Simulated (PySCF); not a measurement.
Frontier levels across methods

Species: C₃H₄Cl₂O.
Cartesian coordinates in Å at the PBE0-D3(BJ)/def2-SVP level; atoms count from 1:
```xyz
10
C3H4Cl2O angstrom
Cl    -1.741   -1.618    0.021
C     -1.119    0.050   -0.042
Cl    -1.114    0.682   -1.695
C      0.249    0.069    0.600
C      1.491   -0.026   -0.159
O      1.041    1.200    0.388
H     -1.822    0.672    0.526
H      0.219   -0.316    1.629
H      2.372   -0.469    0.322
H      1.446   -0.098   -1.251
```

Basis pcSseg-2 throughout (PySCF), one geometry. Geometry: PBE0-D3(BJ)/def2-SVP, one conformer, isolated molecule.

Problem. How do the orbital energies, the gap and the dipole change with the method?

Solution. 
| method | kind | HOMO (eV) | LUMO (eV) | gap (eV) | μ (D) | SCF cycles |
| --- | --- | --- | --- | --- | --- | --- |
| BLYP | GGA | -6.65 | -1.20 | 5.46 | 1.34 | 16 |
| OPBE | GGA | -6.73 | -1.18 | 5.54 | 1.34 | 16 |
| PBE | GGA | -6.75 | -1.29 | 5.46 | 1.34 | 16 |
| B97-D | GGA | -6.78 | -1.22 | 5.56 | 1.37 | 16 |
| BP86 | GGA | -6.86 | -1.37 | 5.49 | 1.36 | 16 |
| LDA | LDA | -6.90 | -1.50 | 5.40 | 1.37 | 15 |
| KT2 | GGA | -6.94 | -1.41 | 5.53 | 1.36 | 17 |
| KT3 | GGA | -6.94 | -1.38 | 5.56 | 1.35 | 16 |
| B97-2 | global hybrid | -8.09 | -0.28 | 7.81 | 1.42 | 14 |
| B3LYP | global hybrid | -8.11 | -0.49 | 7.62 | 1.41 | 14 |
| PBE0 | global hybrid | -8.37 | -0.20 | 8.17 | 1.42 | 14 |
| mPW1PW91 | global hybrid | -8.40 | -0.22 | 8.19 | 1.42 | 14 |
| CAM-B3LYP | range-separated hybrid | -9.82 | 0.89 | 10.71 | 1.46 | 13 |
| BHandHLYP | global hybrid | -9.88 | 0.83 | 10.71 | 1.50 | 13 |
| wB97X-D | range-separated hybrid | -10.28 | 1.64 | 11.91 | 1.45 | 14 |
| LC-wPBE | range-separated hybrid | -11.15 | 2.15 | 13.30 | 1.47 | 14 |
| HF | Hartree–Fock | -12.10 | 2.64 | 14.73 | 1.60 | 11 |

The HOMO spans 5.44 eV, from BLYP down to HF, and the gap runs from 5.40 eV (LDA) to 14.73 eV (HF). Over the methods BLYP (0 %), OPBE (0 %), PBE (0 %), B97-D (0 %), BP86 (0 %), LDA (0 %), KT2 (0 %), KT3 (0 %), B97-2 (21 %), B3LYP (20 %), PBE0 (25 %), mPW1PW91 (25 %), BHandHLYP (50 %), HF (100 %), a straight line through the gap against the share of exact exchange rises by 0.95 eV for each 10 % (correlation coefficient 0.997). The dipole ranges from 1.34 D (OPBE) to 1.60 D (HF). This basis has no diffuse functions.

The vertical ΔSCF ionisation energy at CAM-B3LYP/def2-SVPD is 10.76 eV; −ε(HOMO) comes closest to it with LC-wPBE (11.15 eV).
